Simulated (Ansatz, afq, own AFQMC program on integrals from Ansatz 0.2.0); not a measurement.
## Where AFQMC and coupled cluster stand for GeH5O, doublet

```xyz
7

Ge   -0.5329    0.0101    0.0000
H    -1.0443    1.4567    0.0000
H    -1.0443   -0.7132    1.2528
H    -1.0443   -0.7132   -1.2528
H     1.2731    0.0101    0.0000
O     2.3711    0.0101    0.0000
H     2.6230   -0.9298    0.0000
```

Basis cc-pVDZ. Only valence electrons are correlated. Integrals, coupled cluster, full CI and functionals: Ansatz 0.2.0; the random walks run on the same integrals in our own AFQMC program. The CISD trial takes its coefficients from CCSD amplitudes. Released means that phaseless walkers are propagated on without the constraint, phases kept. Error bars are statistical, one sigma. No spin–orbit coupling.

Determinant: UHF, the one that the program's search chose, which needn't be the lowest solution. The geometry is a point of a scan.

No full CI on the walks' own integrals is used here; CCSDT(Q) serves as the reference and is uncertain by about the last step of the cluster series.

Cautions: no relativity below Rb; no spin-orbit coupling; inner d shell frozen.

The T1 diagnostic is 0.0135. The weight of the determinant in the CISD state is 0.875, the ⟨S²⟩ of the determinant is 0.770 and the size of the correlated space is 15 electrons in 51 orbitals.

(1) Estimate: order these by the size of their error in total energy against CCSDT(Q), smallest first.
A. AFQMC with the constraint released
B. MP2
C. CCSD
D. CCSD(T)

(1) A (0.3 ± 4.5 meV), D (42.7 meV), C (225.9 meV), B (1183.3 meV).

Reference: CCSDT(Q), correlation energy -9.471 eV. The released energy is read at 1.50 1/Eh (meV from the phaseless value at times in 1/Eh: -2 ± 4 at 0.24, -8 ± 3 at 0.51, -8 ± 3 at 0.99, -9 ± 4 at 1.50).

A walk keeps the symmetry of its determinant, which the program's search chose and which needn't be the lowest solution, so a lower state of the same spin and another symmetry isn't excluded. Released energies are given only where the last usable release times agree within the noise; a slower fall can still hide under it.
